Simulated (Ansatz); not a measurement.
# MgS: the cost of one run

Computed with Ansatz 0.2.0 (the levels named in each step, unless a step's input says otherwise).

**1. Starting point**

Bond lengths: Mg1–S2 2.145 Å.

Coordinates:

```xyz
2

Mg    0.0000    0.0000    0.0000
S     0.0000    0.0000    2.1453
```

**2. A rough first relaxation, PBE-D4/def2-SVP**

This run stands in another session on the same molecule. It ended at:

```xyz
2

Mg    0.0000    0.0000   -0.0137
S     0.0000    0.0000    2.1590
```

**3. Relaxation, PBE0-D4/def2-TZVPP**

This run stands in another session on the same molecule. It ended at:

```xyz
2

Mg    0.0000    0.0000    0.0047
S     0.0000    0.0000    2.1406
```

**4. Bond length 1.8796 Å, PBE0-D4/def2-QZVPP**

Input file input.yaml:

```yaml
crystal:
  periodic: [false, false, false]
  atoms:
    - { symbol: Mg, position_ang: [0.0, 0.0, 0.0] }
    - { symbol: S, position_ang: [0.0, 0.0, 1.8796] }
basis:
  gaussian: { orbitals: def2-QZVPP.json }
hamiltonian:
  xc: pbe0
  dispersion: d4
```

Started as:

```console
ansatz run input.yaml --threads 2 --pin off --max-ram 5120MiB --backend cpu --events-out ev --progress --plain --runs-dir out
```

Q: Estimate wall time and peak memory on 2 threads of AMD EPYC 7R13 (Zen 3), shared host.

About 1.8 s, with a peak of 0.2 GiB.
